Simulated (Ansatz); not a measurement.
Geometry optimisation, UKS B3LYP/def2-SVPD in Ansatz 0.2.0.

The input (input.yaml):

```yaml
crystal:
  periodic: [false, false, false]
  atoms:
    - { symbol: H, position_ang: [-0.218333, 0.284116, 0.008013] }
    - { symbol: C, position_ang: [-0.34325, 1.221409, -0.532276] }
    - { symbol: O, position_ang: [0.272921, 1.194118, -1.812828] }
    - { symbol: C, position_ang: [0.112019, -1.766601, 1.159563] }
    - { symbol: H, position_ang: [-1.414851, 1.387369, -0.700424] }
    - { symbol: H, position_ang: [0.040288, 2.049997, 0.087997] }
    - { symbol: H, position_ang: [1.208887, 0.981447, -1.714759] }
    - { symbol: H, position_ang: [0.847918, -1.326985, 1.829011] }
    - { symbol: H, position_ang: [-0.93906, -1.780084, 1.438729] }
    - { symbol: H, position_ang: [0.433461, -2.244685, 0.236874] }
magnetization:
  spin_polarized: true
  initial_magnetization: 1
basis:
  gaussian: { orbitals: def2-SVPD }
hamiltonian:
  xc: b3lyp
relax:
  f_tol: 0.03
  max_steps: 50
```

Run as:

```bash
$ ansatz run input.yaml --threads 4 --pin off --max-ram 5120MiB --backend cpu --events-out ev --progress --plain --runs-dir out
```

Q: Where does it end, and by what steps?

A: It converged. The force dipped under the threshold on the way, but the program's further checks kept it going. After 10 steps the energy has fallen by 0.027 eV; H8 moved furthest, 0.42 Å.

```json
{"step": "0", "energy less start (eV)": "0.0000", "largest force component (eV/Å)": "0.523", "accepted": "yes"}
{"step": "1", "energy less start (eV)": "0.0373", "largest force component (eV/Å)": "0.601", "accepted": "no"}
{"step": "2", "energy less start (eV)": "-0.0016", "largest force component (eV/Å)": "0.216", "accepted": "yes"}
{"step": "3", "energy less start (eV)": "-0.0185", "largest force component (eV/Å)": "0.095", "accepted": "yes"}
{"step": "4", "energy less start (eV)": "-0.0241", "largest force component (eV/Å)": "0.091", "accepted": "yes"}
{"step": "5", "energy less start (eV)": "-0.0098", "largest force component (eV/Å)": "0.480", "accepted": "no"}
{"step": "6", "energy less start (eV)": "-0.0256", "largest force component (eV/Å)": "0.050", "accepted": "yes"}
{"step": "7", "energy less start (eV)": "-0.0269", "largest force component (eV/Å)": "0.054", "accepted": "yes"}
{"step": "8", "energy less start (eV)": "-0.0259", "largest force component (eV/Å)": "0.079", "accepted": "no"}
{"step": "9", "energy less start (eV)": "-0.0271", "largest force component (eV/Å)": "0.012", "accepted": "yes"}
{"step": "10", "energy less start (eV)": "-0.0273", "largest force component (eV/Å)": "0.024", "accepted": "yes"}
```

```xyz
10
Properties=species:S:1:pos:R:3
H -0.302 0.472 -0.059
C -0.382 1.403 -0.648
O 0.271 1.299 -1.901
C 0.161 -2.025 1.316
H -1.444 1.591 -0.855
H 0.008 2.242 -0.045
H 1.205 1.111 -1.766
H 0.918 -1.690 2.024
H -0.895 -1.927 1.563
H 0.459 -2.477 0.372
```

Whether the end is a true minimum wasn't checked by a vibrational analysis.

Run time: 28 s on 4 threads of Arm Neoverse N1 (shared host), peak memory 0.24 GiB.
